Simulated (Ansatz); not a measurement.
**A cut through the energy surface**

CH$_{5}$SSi (SMILES C=[SiH][SH2+]) (charge +1), closed shell, at its PBE0-D4/def2-TZVP minimum:

| atom | x (Å) | y (Å) | z (Å) |
| --- | --- | --- | --- |
| C1 | -0.8161 | 1.0529 | -1.0334 |
| Si2 | -0.0192 | 0.5683 | 0.3735 |
| S3 | 0.5873 | -1.5723 | 0.1439 |
| H4 | -0.9713 | 0.3813 | -1.8704 |
| H5 | -1.2022 | 2.0611 | -1.1471 |
| H6 | 0.3848 | 1.1197 | 1.6729 |
| H7 | 1.8800 | -1.5198 | 0.5426 |
| H8 | 0.1567 | -2.0913 | 1.3179 |

The bond length S3–H7 (1.354 Å at the minimum) is set to the values below, with the rest relaxed at PBE0-D4/def2-TZVP at each step. Each method's energies count from its own value at the PBE0-D4 minimum structure. Ansatz 0.2.0; basis: def2-TZVPP; cores frozen in the correlated methods.

CCSD(T) energies along the scan:
```json
{"bond length (Å)": "1.164", "CCSD(T) (kcal/mol)": "13.87"}
{"bond length (Å)": "1.204", "CCSD(T) (kcal/mol)": "7.85"}
{"bond length (Å)": "1.263", "CCSD(T) (kcal/mol)": "2.43"}
{"bond length (Å)": "1.331", "CCSD(T) (kcal/mol)": "0.07"}
{"bond length (Å)": "1.406", "CCSD(T) (kcal/mol)": "0.89"}
{"bond length (Å)": "1.488", "CCSD(T) (kcal/mol)": "4.52"}
{"bond length (Å)": "1.574", "CCSD(T) (kcal/mol)": "10.24"}
{"bond length (Å)": "1.665", "CCSD(T) (kcal/mol)": "17.45"}
{"bond length (Å)": "1.760", "CCSD(T) (kcal/mol)": "25.49"}
```
They count from the CCSD(T) energy at the PBE0-D4 minimum.

Minimum and curvature along this coordinate at CCSD(T): A fifth-order fit through the nearest points gives 1.348 Å, with a curvature of about 25 eV/Å².

Largest difference from the CCSD(T) curve over the scan: r2SCAN-D4 1.85; PBE0-D4 0.67; wB97M-V 0.83; HF 5.76 kcal/mol. Each curve counts from its own value at the minimum.

T1 diagnostic: at most 0.015. The restricted Hartree–Fock reference is unstable towards an unrestricted one at one or more of these structures.

For scale, one of the runs: CCSD(T)/def2-TZVPP, 185 basis functions (an equivalent command: `ansatz run in.yaml --threads 2`). Time: 32 s of wall clock on 2 CPU threads; the host was shared. Peak host memory: 1.7 GiB.
